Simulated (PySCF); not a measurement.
Compound: C2H5ClO2S.
Z-matrix (Å and degrees, PBE0-D3(BJ)/def2-SVP geometry), rows numbered from 1:
```
C 
C   1  1.5093
S   2  1.7915  1  113.27
O   3  1.4469  2  109.64  1   -44.74
O   3  1.4455  2  109.25  1   179.30
Cl  3  2.1057  2   99.75  1    67.34
H   1  1.0994  2  109.35  3   176.60
H   1  1.0986  2  110.73  3    56.87
H   1  1.0989  2  110.97  3   -63.88
H   2  1.1029  1  113.11  3  -115.09
H   2  1.0994  1  114.45  3   120.20
```

The calculation used PBE0-D3(BJ)/def2-SVP geometry optimisation, gas phase (PySCF 2.14.0).

Take the most abundant isotopes and a rigid rotor. The values belong to one conformer with, in the numbering `[CH3:1][CH2:2][S:3](=[O:4])(=[O:5])[Cl:6]`, C1–C2–S3–O4 -45°.

(1) Give the principal moments of inertia and the rotational constants in cm⁻¹.

(2) Classify the top.

(3) Is it planar, by Δ = Ic − Ia − Ib?

(4) Give the other two planar moments, Paa and Pbb, and the rms extents of the mass along the axes.

(5) Predict some low-J microwave lines.

Results:

(1) Ia = 184.95, Ib = 221.42, Ic = 294.71 u·Å²; 505379 MHz·u·Å²/I gives 2733, 2282 and 1715 MHz, that is A = 0.09115, B = 0.07614, C = 0.05720 cm⁻¹.

(2) An asymmetric top; Ray's κ = 0.116.

(3) Not planar: Δ = Ic − Ia − Ib = -111.66 u·Å². For a rigid frame Δ = −2 Σ m c², so Σ m c² = 55.83 u·Å² lies off the ab plane: 5.29 from hydrogen and 50.54 from heavier atoms. The atom farthest from that plane is 1.76 Å away.

(4) Paa = Σ m a² = (Ib + Ic − Ia)/2 = 165.59 and Pbb = Σ m b² = (Ia + Ic − Ib)/2 = 129.12 u·Å². With the mass M = 127.97 u, the rms extents √(P/M) along a, b and c are 1.14, 1.00, 0.66 Å.

(5) The dipole components are |μa| = 3.31 D, |μb| = 1.74 D, |μc| = 1.64 D. The squared components, which scale the intensities, stand as 1.00 : 0.28 : 0.24 (a : b : c). Some lines, for components of 0.1 D or more:

```json
{"type": "c", "branch": "Q", "J(Ka,Kc)": "1(1,1) ← 1(0,1)", "MHz": "450", "lower level (cm⁻¹)": "0.133"}
{"type": "c", "branch": "Q", "J(Ka,Kc)": "3(2,2) ← 3(1,2)", "MHz": "771", "lower level (cm⁻¹)": "0.872"}
{"type": "b", "branch": "Q", "J(Ka,Kc)": "1(1,0) ← 1(0,1)", "MHz": "1018", "lower level (cm⁻¹)": "0.133"}
{"type": "c", "branch": "Q", "J(Ka,Kc)": "2(2,1) ← 2(1,1)", "MHz": "1350", "lower level (cm⁻¹)": "0.453"}
{"type": "a", "branch": "Q", "J(Ka,Kc)": "2(1,1) ← 2(1,2)", "MHz": "1703", "lower level (cm⁻¹)": "0.396"}
{"type": "b", "branch": "Q", "J(Ka,Kc)": "3(2,1) ← 3(1,2)", "MHz": "1946", "lower level (cm⁻¹)": "0.872"}
{"type": "b", "branch": "Q", "J(Ka,Kc)": "2(2,1) ← 2(1,2)", "MHz": "3053", "lower level (cm⁻¹)": "0.396"}
{"type": "a", "branch": "Q", "J(Ka,Kc)": "3(1,2) ← 3(1,3)", "MHz": "3290", "lower level (cm⁻¹)": "0.762"}
{"type": "b", "branch": "Q", "J(Ka,Kc)": "3(2,2) ← 3(1,3)", "MHz": "4061", "lower level (cm⁻¹)": "0.762"}
{"type": "b", "branch": "R", "J(Ka,Kc)": "1(1,1) ← 0(0,0)", "MHz": "4447", "lower level (cm⁻¹)": "0.000"}
{"type": "c", "branch": "R", "J(Ka,Kc)": "1(1,0) ← 0(0,0)", "MHz": "5015", "lower level (cm⁻¹)": "0.000"}
{"type": "a", "branch": "R", "J(Ka,Kc)": "2(0,2) ← 1(0,1)", "MHz": "7696", "lower level (cm⁻¹)": "0.133"}
{"type": "b", "branch": "R", "J(Ka,Kc)": "2(1,2) ← 1(0,1)", "MHz": "7877", "lower level (cm⁻¹)": "0.133"}
{"type": "a", "branch": "R", "J(Ka,Kc)": "2(1,1) ← 1(1,0)", "MHz": "8562", "lower level (cm⁻¹)": "0.167"}
{"type": "c", "branch": "R", "J(Ka,Kc)": "2(1,1) ← 1(0,1)", "MHz": "9580", "lower level (cm⁻¹)": "0.133"}
{"type": "c", "branch": "R", "J(Ka,Kc)": "2(2,0) ← 1(1,0)", "MHz": "10211", "lower level (cm⁻¹)": "0.167"}
{"type": "b", "branch": "R", "J(Ka,Kc)": "3(0,3) ← 2(1,2)", "MHz": "10934", "lower level (cm⁻¹)": "0.396"}
{"type": "a", "branch": "R", "J(Ka,Kc)": "3(0,3) ← 2(0,2)", "MHz": "11115", "lower level (cm⁻¹)": "0.390"}
{"type": "a", "branch": "R", "J(Ka,Kc)": "3(2,2) ← 2(2,1)", "MHz": "11992", "lower level (cm⁻¹)": "0.498"}
{"type": "a", "branch": "R", "J(Ka,Kc)": "3(2,1) ← 2(2,0)", "MHz": "12869", "lower level (cm⁻¹)": "0.508"}
{"type": "c", "branch": "R", "J(Ka,Kc)": "3(2,1) ← 2(1,1)", "MHz": "14518", "lower level (cm⁻¹)": "0.453"}
{"type": "c", "branch": "R", "J(Ka,Kc)": "3(3,1) ← 2(2,1)", "MHz": "15818", "lower level (cm⁻¹)": "0.498"}
{"type": "b", "branch": "R", "J(Ka,Kc)": "3(3,0) ← 2(2,1)", "MHz": "15933", "lower level (cm⁻¹)": "0.498"}
```

PBE0-D3(BJ)/def2-SVP frequencies: not computed here. These are rigid-rotor constants of the computed structure; measured ground-state constants (B0) also hold zero-point vibration. A rigid rotor knows nothing of internal rotation, which can split or shift real lines. Quadrupole hyperfine structure (35Cl) is left out.

On AMD EPYC 9R45, one thread, on a shared host, this took 52 s of wall time and 0.52 GiB of memory at its peak. That covers the optimisation of the geometry.
